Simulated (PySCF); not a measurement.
Compound: C2H7OP.
Numbering: `[CH3:1][PH:2]([CH3:3])=[O:4]` (hydrogens: H5, H6, H7 on C1; H8 on P2; H9, H10, H11 on C3)

Computed with core-valence-separated Tamm–Dancoff BHandHLYP/aug-pcX-1 (pcseg-1 on H, def2-SVPD on P) in PySCF, non-relativistic, gas phase, PBE0-D3(BJ)/def2-SVP geometry. The energies are unshifted.

Q: What does the O 1s absorption edge look like?

A: 
```
E (eV)       f  core hole on  main final orbital
531.17  0.0263            O4       LUMO+7 (67 %)
531.98  0.0157            O4         LUMO (37 %)
532.15  0.0172            O4       LUMO+1 (56 %)
532.89  0.0027            O4       LUMO+2 (55 %)
533.09  0.0099            O4       LUMO+3 (41 %)
533.56  0.0122            O4         LUMO (35 %)
533.75  0.0004            O4       LUMO+4 (57 %)
```

The first line with a tenth or more of the strongest one's intensity is at 531.17 eV (f = 0.026), with the hole on O4 (phosphoryl oxygen). It is also the strongest listed.

Q: What does the C 1s absorption edge look like?

A: 
```tsv
E (eV)	f	core hole on	main final orbital
285.72	0.0236	C1/C3	LUMO (2 roots, f summed)
286.32	0.0504	C1/C3	LUMO+2 (2 roots, f summed)
286.45	0.0632	C1/C3	spread (2 roots, f summed)
286.81	0.0519	C1/C3	spread (2 roots, f summed)
```

The first line with a tenth or more of the strongest one's intensity is at 285.72 eV (f = 0.024, sum of 2), with the hole on C1/C3 (sp3 carbon bound to phosphorus). The strongest listed is at 286.45 eV (f = 0.063, sum of 2; C1/C3).

Roots within 0.03 eV whose holes lie on the same, on equivalent or on shared atoms are summed into one line, and the highest roots are left out, as the search may have cut off their partners. Final orbitals are the ground state's empty Kohn–Sham orbitals.

Q: What are the wavelength and the wavenumber of the 533.09 eV line?

A: λ = 12398.42 eV Å/533.09 eV = 23.258 Å; 4.2997 × 10⁶ cm⁻¹.

The ionisation thresholds weren't computed; near and above them a finite basis only mimics Rydberg series and continuum.
